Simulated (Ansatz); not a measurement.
Fluorite CeO2

Method: Hartree–Fock (Ansatz, a quantum-chemistry and plane-wave program, plane waves, PAW).

Settings: plane-wave cutoff 460 eV, 8×8×8 k mesh, Fermi–Dirac smearing 0.01 eV, no spin polarisation, scalar-relativistic PAW data made under PBE.

Cell: measured lattice: a = b = c = 5.410 Å, α = β = γ = 90.00°.

| Quantity | Value |
|---|---|
| band gap | 14.02 eV |
| smallest direct gap on the k points sampled | 14.11 eV |
| direct gap at Γ | 15.36 eV |

Measured, for comparison: band gap 3 eV (temperature not stated, not corrected to a static lattice, O 2p to Ce 4f, our sources range from 3.00 to 3.20; as tabulated in Tran et al. (2019), arXiv:1908.01820).

Note: cell and atoms aren't relaxed at this level (pressure 5.5 GPa).

Spin–orbit coupling is not included.
